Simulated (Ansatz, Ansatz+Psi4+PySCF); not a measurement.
```xyz
2

Al    0.0000    0.0000    0.0000
O     0.0000    0.0000    1.6471
```

Basis set: cc-pVTZ on O; cc-pV(T+d)Z on Al (spherical functions). Frozen core: 6 orbitals. Correlation on ROHF uses semicanonical orbitals with singles. Charge 0, multiplicity 2.

Computed with Ansatz (development build ahead of 0.2.0); the reference of a correlated method needn't be the lowest determinant of its kind.

The atomization energy at this shape (free ground-state atoms in the same class of orbitals less the molecule, no zero-point energy) of doublet AlO:

```tsv
method	atomization energy
ROHF-CCSD(T)	114.80 kcal/mol
UHF-CCSD(T)	112.80 kcal/mol
UHF-CCSD	106.74 kcal/mol
```

**Question.** What does ROHF-CCSD give?

**Answer.** 105.03 kcal/mol. Caution: the reference determinant was not shown to be the lowest. Caution for ROHF-CCSD(T), ROHF-CCSD: large share of triples, a single reference is doubtful. Caution for UHF-CCSD(T): another reference gives a lower total.
